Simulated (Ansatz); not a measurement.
**Relaxing a trial structure of C3H7F**

The starting geometry of this gas-phase triplet was optimised with GFN2-xTB as a singlet; its bonds are those of `CC(C)F`.

```xyz
11

C    -1.1622   -0.3278    0.4188
C    -0.6891    1.1174    0.3840
C     0.4514    1.3420   -0.5958
F    -0.2535    1.4692    1.6540
H    -1.5631   -0.6057   -0.5511
H    -1.9368   -0.4500    1.1721
H    -0.3315   -0.9848    0.6647
H    -1.5264    1.7948    0.1693
H     0.7818    2.3771   -0.5569
H     1.2910    0.7000   -0.3404
H     0.1207    1.1127   -1.6047
```

**Question.** Predict what it relaxes into with B3LYP/def2-SVP.

**Answer.** It falls apart into C3H6F + H. Contacts that open: C2–H8 (1.10 → 3.78 Å).

The energy falls by 4.91 eV over 30 steps:

| step | E − E(last) (eV) |
| --- | --- |
| 1 | 4.913 |
| 4 | 1.157 |
| 7 | 0.225 |
| 11 | 0.063 |
| 14 | 0.017 |
| 17 | 0.008 |
| 20 | 0.004 |
| 24 | 0.000 |
| 27 | 0.000 |
| 30 | 0.000 |

Final geometry (Å):

```yaml
atoms:
  - { symbol: C, position_ang: [-1.0218, -0.5781, 0.3443] }
  - { symbol: C, position_ang: [-0.5365, 0.8079, 0.1121] }
  - { symbol: C, position_ang: [0.6541, 1.1543, -0.7080] }
  - { symbol: F, position_ang: [-0.7118, 1.6273, 1.1818] }
  - { symbol: H, position_ang: [-1.0339, -1.1505, -0.5955] }
  - { symbol: H, position_ang: [-2.0405, -0.5708, 0.7647] }
  - { symbol: H, position_ang: [-0.3772, -1.1283, 1.0636] }
  - { symbol: H, position_ang: [-2.6782, 3.6384, 1.4240] }
  - { symbol: H, position_ang: [0.6710, 2.2320, -0.9378] }
  - { symbol: H, position_ang: [1.6039, 0.9194, -0.1804] }
  - { symbol: H, position_ang: [0.6531, 0.5934, -1.6549] }
```

The end wasn't checked by frequencies. Open shells are spin-unrestricted. The triplet needn't be the ground state. Run with Ansatz 0.2.0, 73 s on 2 threads of Intel(R) Xeon(R) Platinum 8488C (Sapphire Rapids) (shared host).
